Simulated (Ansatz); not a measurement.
**Pulling the pair apart**

The pair of OH⁻ (SMILES [OH-], atoms 1–2) and SiNH5 (SMILES [SiH3]N, atoms 3–9), both closed shells, in one local arrangement (a lower one may exist), relaxed at PBE0-D4/def2-TZVPD:

```
9
angstrom
O 0.5109 0.2861 -1.7857
H -0.2310 0.8061 -2.1079
Si 0.3345 0.2566 -0.0751
N -0.6036 -0.9259 0.8509
H 1.5892 -0.6811 0.0081
H -1.0237 1.1193 -0.2349
H 1.0193 1.4006 0.6822
H -1.4822 -0.6457 1.2613
H -0.1132 -1.6160 1.4011
```

SiNH5 is shifted rigidly along the line between the mean atom positions of the two fragments (negative: closer). Counterpoise interaction energies in kcal/mol. Computed with Ansatz 0.2.0 (basis: def2-TZVPPD); correlated methods freeze the cores.

| shift (Å) | HF | wB97M-V | PBE0-D4 |
| --- | --- | --- | --- |
| -0.17 | -90.51 | -84.34 | -85.31 |
| -0.09 | -97.47 | -92.04 | -92.76 |
| 0.00 | -98.81 | -94.25 | -94.78 |
| 0.09 | -96.56 | -92.94 | -93.32 |
| 0.21 | -89.96 | -87.63 | -87.92 |
| 0.43 | -73.75 | -73.54 | -73.87 |
| 0.86 | -45.85 | -47.71 | -48.52 |
| 1.72 | -18.19 | -19.12 | -20.74 |

Question: What does CCSD(T) give at these shifts? (Judge from chemistry; the value comes from the calculation.)

Answer: Computed: -80.42, -88.66, -91.26, -90.23, -85.20, -71.42, -46.01, -18.18 kcal/mol. For zero shift, CCSD(T) at an estimated basis limit (MP2 extrapolated from triple and quadruple zeta, plus CCSD(T) − MP2 in triple zeta) gives -94.47 kcal/mol. These are counterpoise interaction energies, counted from the two frozen fragments.

The T1 diagnostic stays at or below 0.023.

For scale, one of the runs: CCSD(T)/def2-TZVPPD, 227 basis functions, launched by `ansatz run in.yaml --threads 4 --pin off --events-out ev --progress --plain --max-ram 9574MiB`. The run took 19 s on 4 CPU threads of an AMD EPYC 9R45 (shared host), with 3.8 GiB of host memory at its peak.
